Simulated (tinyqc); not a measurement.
Pariser-Parr-Pople SCF with singles CI, for the molecule OC=C(O)Cl (SMILES; centres numbered as the heavy atoms are written), step by step. Computed by tinyqc, a small Python program that keeps every step. Settings: charge = 0, gamma = Ohno, start = huckel, damping = 0.3, iteration cap = 61, excitations kept = 4. Command: `OMP_NUM_THREADS=1 python tinyqc.py 23090 23091 out.jsonl` (the two numbers bound the seeds that draw the settings). One thread of a shared host (Intel(R) Xeon(R) Processor @ 2.60GHz), about 0.01 s of CPU time with the checks. Later iterations appear only in the table of the cycle.

## PPP integrals

Centres (angstrom, eV; a flat drawing with bonds scaled to 1.40 angstrom):
```
centre         x         y  core charge z         W  gamma_rr
1O      -1.94000   0.00000              2  35.79000  23.25000
2C      -0.72700  -0.70000              1  10.65000  12.20000
3C       0.48500   0.00000              1  10.65000  12.20000
4O       1.69700  -0.70000              2  35.79000  23.25000
5Cl      0.48500   1.40000              2  27.59000  13.33000
```

Resonance integrals (eV):
```
i  j      beta
1  2  -2.22000
2  3  -2.39000
3  4  -2.22000
3  5  -1.68000
```

Ohno: gamma = 14.399645/sqrt(R^2 + a^2), a = 2 x 14.399645/(gamma_rr + gamma_ss); H_rr = -W_r - sum_(s != r) z_s gamma_rs; H_rs = beta for bonds.

repulsion gamma_rs (eV), lower triangle:
```
           1O        2C        3C        4O       5Cl
1O   23.25000
2C    8.89384  12.20000
3C    5.63045   7.86496  12.20000
4O    3.83461   5.63253   8.89796  23.25000
5Cl   4.95057   5.38461   8.00906   5.64854  13.33000
```

core matrix H (eV), lower triangle:
```
            1O         2C         3C         4O        5Cl
1O   -67.88464
2C    -2.22000  -58.33694
3C     0.00000   -2.39000  -63.58989
4O     0.00000    0.00000   -2.22000  -69.28679
5Cl    0.00000    0.00000   -1.68000    0.00000  -62.18188
```

## Starting guess

pi electrons, sum of z_r less the charge = 8

Orbitals of the Hueckel matrix of the beta values.

P at the start, lower triangle:
```
           1O        2C       3C        4O      5Cl
1O    1.81336
2C    0.33634   1.39390
3C   -0.38962   0.70212  1.18664
4O    0.21621  -0.38962  0.45135   1.74954
5Cl   0.16362  -0.29485  0.34156  -0.18954  1.85656
```

## Iteration 1: Fock matrix

F_rr = H_rr + P_rr gamma_rr / 2 + sum_(s != r) P_ss gamma_rs; F_rs = H_rs - P_rs gamma_rs / 2; E = tr P (H + F) / 2 + core repulsion sum_(r<s) z_r z_s gamma_rs.

F (eV), lower triangle:
```
            1O        2C        3C         4O        5Cl
1O   -11.82607
2C    -3.71567  -4.52234
3C     1.09688  -5.15109  -4.74176
4O    -0.41454   1.09728  -4.22805  -13.09816
5Cl   -0.40500   0.79383  -3.04780    0.53531  -13.93891
```

pi energy = -162.01961 eV

## Iteration 1: orbitals and new P

Diagonalise F (the basis is taken as orthonormal) and form P = 2 sum c c over the lowest orbitals; 0.3 of the old P is kept.

orbital energies (eV): -15.63666  -14.13275  -13.36639  -7.76923  2.77779

P after iteration 1, lower triangle:
```
           1O        2C       3C        4O      5Cl
1O    1.87287
2C    0.30382   1.23937
3C   -0.32926   0.81639  1.12202
4O    0.13907  -0.32856  0.35693   1.84745
5Cl   0.10154  -0.23808  0.25906  -0.11158  1.91829
```

## Iteration 2: Fock matrix

As before.

F (eV), lower triangle:
```
            1O        2C        3C         4O        5Cl
1O   -12.19146
2C    -3.57107  -4.56006
3C     0.92693  -5.60046  -4.65064
4O    -0.26664   0.92531  -3.80799  -12.82841
5Cl   -0.25134   0.64098  -2.71741    0.31513  -14.02945
```

pi energy = -163.13207 eV

## Iteration 2: orbitals and new P

As before.

orbital energies (eV): -15.43987  -13.85701  -13.56348  -8.18712  2.78746

P after iteration 2, lower triangle:
```
           1O        2C       3C        4O      5Cl
1O    1.90316
2C    0.27939   1.16811
3C   -0.29366   0.86992  1.08955
4O    0.10222  -0.29260  0.30795   1.89188
5Cl   0.07114  -0.20187  0.21277  -0.07540  1.94730
```

## Convergence

Stop when output and input P, before any damping, agree to 1e-7.

Course of the cycle:
```
iteration        E (eV)  largest |P(out) - P(in)|
1          -162.0196074                  2.21e-01
2          -163.1320656                  1.02e-01
3          -163.6193413                  4.76e-02
4          -163.8097062                  2.30e-02
5          -163.8799897                  1.15e-02
6          -163.9050892                  6.39e-03
7          -163.9138570                  3.55e-03
8          -163.9168716                  1.97e-03
9          -163.9178957                  1.10e-03
10         -163.9182402                  6.14e-04
11         -163.9183552                  3.44e-04
...                 ...                       ...
16         -163.9184119                  1.89e-05
17         -163.9184120                  1.06e-05
18         -163.9184121                  5.95e-06
19         -163.9184121                  3.34e-06
20         -163.9184121                  1.87e-06
21         -163.9184121                  1.05e-06
22         -163.9184121                  5.89e-07
23         -163.9184121                  3.30e-07
24         -163.9184121                  1.85e-07
25         -163.9184121                  1.04e-07
26         -163.9184121                  5.84e-08
```

Converged in 26 iterations.

## Converged orbitals

Charges are z - P_rr.

orbital energies (eV): -15.29093  -13.84499  -13.38549  -8.60126  2.71976

coefficients:
```
         MO1       MO2       MO3       MO4       MO5
1O   0.23231   0.70720  -0.50764  -0.39531   0.17869
2C   0.24975   0.33015  -0.13048   0.60199  -0.67023
3C   0.41577   0.11281   0.15021   0.56427   0.68807
4O   0.43839   0.25177   0.76477  -0.35596  -0.18122
5Cl  0.72014  -0.56103  -0.34328  -0.19034  -0.11214
```

pi charges: 1O 0.06386, 2C -0.10157, 3C -0.05312, 4O 0.06568, 5Cl 0.02515

## Singles CI, singlets

Over the 4 single excitations with the smallest orbital gaps: A = (e_a - e_i) delta + 2 (ia|jb) - (ij|ab), with (pq|rs) = sum c_mp c_mq gamma_mn c_nr c_ns. f = 2/3 w |mu|^2 in atomic units, mu = sqrt2 sum c_ia sum_m c_mi c_ma R_m.

singlet CI matrix (eV), lower triangle:
```
          4>5       3>5       2>5       1>5
4>5   6.11155
3>5  -0.01532   9.43833
2>5  -0.03610   0.03341   9.91127
1>5  -0.01907  -0.07387  -0.19430  11.13096
```

singlet excitation energies (eV): 6.11105  9.43380  9.88253  11.16473

oscillator strengths: 0.65952  0.01380  0.15549  0.00113

## Singles CI, triplets

Over the 4 single excitations with the smallest orbital gaps: A = (e_a - e_i) delta - (ij|ab), with (pq|rs) = sum c_mp c_mq gamma_mn c_nr c_ns.

triplet CI matrix (eV), lower triangle:
```
          4>5       3>5       2>5       1>5
4>5   2.23925
3>5   0.06102   8.46460
2>5  -0.47035   0.20037   8.97672
1>5  -0.96272  -0.32432  -0.64793  10.31940
```

triplet excitation energies (eV): 2.08293  8.38861  8.82033  10.70811
